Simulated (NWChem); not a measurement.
# One shape, several levels: doublet [OF2]+

We compute a comparison of 4 runs (UHF/cc-pVTZ, UPBE/cc-pVTZ, USVWN5/cc-pVTZ, UMP2/cc-pVTZ) of doublet [OF2]+. 

The calculation is run with NWChem 7.3.0.

2 further runs of the same task are left out: 2 set aside as unsound or not needed.

## (1) The structure to begin with

The species is [OF2]+ (3 atoms), meant as a doublet with charge +1. SMILES of the parent species: `FOF`. The coordinates come from a PBE0-D4/def2-TZVP relaxation. That shape belongs to the parent species and isn't relaxed for this state.

Bond lengths: F1–O2 1.381 Å, O2–F3 1.381 Å. Angles: F1–O2–F3 103.9°.

## (2) The energy at UHF/cc-pVTZ (run 1)

The input, nw.nw:

```
start nw
title "F2O hf"
memory total 2200 mb
charge 1

geometry units bohr noautosym nocenter noautoz
F   1.80145702 -0.64243129  0.92269657
O   0.00098266  1.06563546  0.11723861
F  -1.80243967 -0.42322306 -1.03993518
end

basis spherical bse
F library cc-pVTZ
O library cc-pVTZ
end

scf
doublet
uhf
thresh 1e-08
maxiter 80
end

task scf energy
```

Launch:

```console
nwchem nw.nw > nw.out
```

The log of the run:

```text
[...]
  functions       =    90
[...]
  wavefunction    = UHF
[...]
         Total SCF energy =   -273.102804011921
      One electron energy =   -519.682137982946
      Two electron energy =    171.680007505388
 Nuclear repulsion energy =     74.899326465637
                       Sz =      0.5000
                 Sz(Sz+1) =      0.7500
                      S^2 =      1.1017
[...]
```

Run time: 42 s. Hardware: 1 thread of Intel Xeon 6975P-C (Granite Rapids), shared host; peak memory 0.11 GiB.

## (3) A single-point energy at UPBE/cc-pVTZ (run 2)

The input, input.xyz:

```xyz
3
oxygen difluoride
F      0.953290    -0.339960     0.488270
O      0.000520     0.563910     0.062040
F     -0.953810    -0.223960    -0.550310
```

The input, run.py:

```python
from ase.io import read
from ase.calculators.nwchem import NWChem

system = read('input.xyz')

calc = NWChem(
    label='input',
    theory='dft',
    memory='2200 mb',
    basis='cc-pVTZ',
    basispar='spherical bse',
    charge=1,
    dft={'xc': 'xpbe96 cpbe96', 'mult': '2', 'grid': 'fine', 'convergence': 'energy 1e-08', 'iterations': '100', 'mulliken': None, 'print': 'low'},
    task='energy',
)
system.calc = calc

print("Total energy (eV):", round(system.get_potential_energy(), 6))
```

Launch:

```console
export ASE_NWCHEM_COMMAND="nwchem PREFIX.nwi > PREFIX.nwo"
python run.py
```

The log of the run:

```text
Total energy (eV): -7457.809815
```

The calculator wrote input.nwi:

```
title "input"

permanent_dir input

scratch_dir input

start input

geometry units angstrom nocenter noautosym noautoz
  F  9.5328999999999997e-01 -3.3995999999999998e-01 4.8826999999999998e-01
  O  5.1999999999999995e-04 5.6391000000000002e-01 6.2039999999999998e-02
  F  -9.5381000000000005e-01 -2.2395999999999999e-01 -5.5030999999999997e-01
end

charge 1

memory 2200 mb

basis spherical bse noprint
   * library cc-pVTZ
end

dft
  xc xpbe96 cpbe96
  mult 2
  grid fine
  convergence energy 1e-08
  iterations 100
  mulliken
  print low
end

task dft energy
```

input.nwo, shortened:

```text
[...]
         Total DFT energy =     -274.069457853968
      One electron energy =     -519.949861517468
           Coulomb energy =      199.526443084307
    Exchange-Corr. energy =      -28.545371174977
 Nuclear repulsion energy =       74.899331754170
[... 25 lines left out ...]
     -------------------------------------------
      Total Density - Lowdin Population Analysis
[...]
      <S2> =      0.7516 (Exact =     0.7500)
[...]
```

Wall time 96 s (1 thread of Intel Xeon 6975P-C (Granite Rapids), shared host); peak memory 0.12 GiB.

Run 3 isn't shown in full; the table further down has it.

## (4) A single-point energy at UMP2/cc-pVTZ (run 4)

The input, calc.xyz:

```xyz
3
oxygen difluoride
F      0.953290    -0.339960     0.488270
O      0.000520     0.563910     0.062040
F     -0.953810    -0.223960    -0.550310
```

The input, calc.nw:

```
start calc
title "oxygen difluoride"
memory total 2200 mb
charge 1
geometry units angstroms noautosym nocenter noautoz
  load calc.xyz
end
basis spherical bse
  * library cc-pVTZ
end
scf
  doublet
  uhf
  thresh 1e-08
  maxiter 80
  noprint "final vectors analysis"
end
mp2
  freeze core 3
  tight
end
task mp2 energy
```

Launch:

```console
nwchem calc.nw > calc.out
```

The log of the run:

```text
[...]
  functions       =    90
[...]
  wavefunction    = UHF
[...]
         Total SCF energy =   -273.102804018147
      One electron energy =   -519.682147895859
      Two electron energy =    171.680012123542
 Nuclear repulsion energy =     74.899331754170
                       Sz =      0.5000
                 Sz(Sz+1) =      0.7500
                      S^2 =      1.1016
[...]
          Total MP2 energy          -273.775002932665
[...]
```

Wall time 49 s (1 thread of Intel Xeon 6975P-C (Granite Rapids), shared host); peak memory 0.22 GiB.

## (5) The series

| run | level | iteration cap | module | energy (Eh) | ⟨S²⟩ | wall time |
| --- | --- | --- | --- | --- | --- | --- |
| 1 | UHF/cc-pVTZ | 80 | scf | -273.102804 | 1.102 | 42 s |
| 2 | UPBE/cc-pVTZ | 100 | dft | -274.069458 | 0.752 | 96 s |
| 3 | USVWN5/cc-pVTZ | 100 | dft | -272.530518 | 0.751 | 61 s |
| 4 | UMP2/cc-pVTZ | 80 | mp2 | -273.775003 | 1.102 | 49 s |

## (6) Results

| quantity | value |
| --- | --- |
| run 4: total energy | -273.77500 Eh |
| run 4: correlation energy (3 core orbitals frozen) | -672.2 mEh |
| run 4: ⟨S²⟩ of the reference determinant | 1.102 |

Totals of different functionals can't be ranked against each other. Spin contamination of the reference: run 1 ⟨S²⟩ = 1.10, run 4 ⟨S²⟩ = 1.10. All runs together took 4.1 min, the longest 96 s.
